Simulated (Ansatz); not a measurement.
**AlH (SMILES [AlH]): methods side by side**

AlH has 2 atoms, charge 0, and is taken as a singlet. SMILES: `[AlH]`. Geometry: relaxed at PBE0-D4/def2-TZVP.

| atom | x (Å) | y (Å) | z (Å) |
| --- | --- | --- | --- |
| Al | 0.0000 | 0.0000 | -0.0256 |
| H | 0.0000 | 0.0000 | 1.6391 |

Quantity: the energy change with the Al1–H2 bond stretched from 1.665 to 2.497 Å, in eV. The values are calculated.

| level | kind | program | value (eV) | CPU time (all runs) |
| --- | --- | --- | --- | --- |
| SVWN5/cc-pVTZ (restricted) | LDA | Ansatz | 1.20 | 1.1 s |
| BLYP/cc-pVTZ (restricted) | GGA | Ansatz | 1.18 | 1.6 s |
| r2SCAN/cc-pVTZ (restricted) | meta-GGA | Ansatz | 1.31 | 3.4 s |
| B3LYP/cc-pVTZ (restricted) | global hybrid | Ansatz | 1.30 | 1.6 s |
| wB97M-V/cc-pVTZ (restricted) | range-separated hybrid | Ansatz | 1.35 | 14 s |
| B2PLYP/cc-pVTZ (restricted) | double hybrid | Ansatz | 1.38 | 2.2 s |
| MP2/cc-pVTZ (restricted) | perturbation theory | Ansatz | 1.49 | 0.48 s |
| CCSD/cc-pVTZ (restricted) | coupled cluster or CI | Ansatz | 1.39 | 0.85 s |
| FCI/3-21G | exact in the basis | Ansatz | 1.02 | 0.22 s |

The first shape isn't each level's own minimum. The values span 1.02 to 1.49 eV. High-level rows in very small sets aren't better than simpler rows in larger ones. CPU times are rough (shared hosts, several kinds of processor): they show what a rung costs within a factor of a few.
